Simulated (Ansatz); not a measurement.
# H10Si3: the cost of one run

Program: Ansatz 0.2.0, Gaussian basis. Level of theory: PBE0-D4, def2-SVP first, then def2-TZVP. These are calculated values, not measurements.

152 further runs of the same task are left out: 152 set aside as unsound or not needed.

## (1) The system as given

The guess: 13 atoms, charge 0, spin multiplicity 1.

Atoms are counted from 1 here; the program's logs count them from 0.

Bond lengths: Si1–H3 1.478 Å, Si1–H4 1.480 Å, Si1–Si5 2.444 Å, Si2–H6 1.719 Å, Si2–H8 1.477 Å, Si2–H9 1.472 Å, Si2–H10 1.464 Å, Si5–H11 1.464 Å, Si5–H12 1.490 Å, Si5–H13 1.471 Å. Angles: H3–Si1–H4 96.3°, H3–Si1–Si5 110.9°, H4–Si1–Si5 120.9°, H6–Si2–H8 90.3°, H6–Si2–H9 137.4°, H6–Si2–H10 110.9°, H8–Si2–H9 99.2°, H8–Si2–H10 104.3°, H9–Si2–H10 106.8°, Si1–Si5–H11 110.2°, Si1–Si5–H12 83.8°, Si1–Si5–H13 139.5°, H11–Si5–H12 102.3°, H11–Si5–H13 109.1°, H12–Si5–H13 97.5°.

Coordinates:

```xyz
13
charge 0, multiplicity 1
Si   -1.0412   -0.3210    0.4439
Si    0.8829    0.9677    1.5442
H    -1.2407   -1.5928    1.1694
H    -2.3874    0.2321    0.7125
Si   -0.2876   -0.7313   -1.8450
H     1.4788    0.3275    0.0647
H     1.2532   -0.1785   -1.0024
H     2.2654    1.1802    2.0185
H     0.2855    0.4502    2.7863
H     0.3544    2.3195    1.3520
H    -0.4775    0.4692   -2.6617
H    -1.6020   -1.4191   -1.9821
H     0.5162   -1.7037   -2.6005
```

Distances that are to change: Si1–H7 2.72 Å, Si2–H6 1.72 Å, Si1–Si2 2.56 Å, H6–H7 1.20 Å.

## (2) Constrained relaxation of the guess

hold/in.yaml

```yaml
crystal:
  periodic: [false, false, false]
  atoms:
    - {symbol: Si, position_ang: [-1.041200, -0.321000, 0.443900]}
    - {symbol: Si, position_ang: [0.882900, 0.967700, 1.544200]}
    - {symbol: H, position_ang: [-1.240700, -1.592800, 1.169400]}
    - {symbol: H, position_ang: [-2.387400, 0.232100, 0.712500]}
    - {symbol: Si, position_ang: [-0.287600, -0.731300, -1.845000]}
    - {symbol: H, position_ang: [1.478800, 0.327500, 0.064700]}
    - {symbol: H, position_ang: [1.253200, -0.178500, -1.002400]}
    - {symbol: H, position_ang: [2.265400, 1.180200, 2.018500]}
    - {symbol: H, position_ang: [0.285500, 0.450200, 2.786300]}
    - {symbol: H, position_ang: [0.354400, 2.319500, 1.352000]}
    - {symbol: H, position_ang: [-0.477500, 0.469200, -2.661700]}
    - {symbol: H, position_ang: [-1.602000, -1.419100, -1.982100]}
    - {symbol: H, position_ang: [0.516200, -1.703700, -2.600500]}
basis:
  gaussian: {orbitals: def2-SVP}
hamiltonian: {xc: pbe0, dispersion: d4}
relax: {f_tol: 0.04, max_steps: 150, escape_saddle: false, constraints: [{distance: [0, 6]}, {distance: [1, 5]}, {distance: [0, 1]}, {distance: [5, 6]}]}
```

Launch:

```
ansatz run in.yaml --threads 4 --pin off --events-out ev --progress --plain --max-ram 9574MiB
```

**Question.** How long does this run take on 4 threads of Arm Neoverse V1, shared host?

About 33 s.
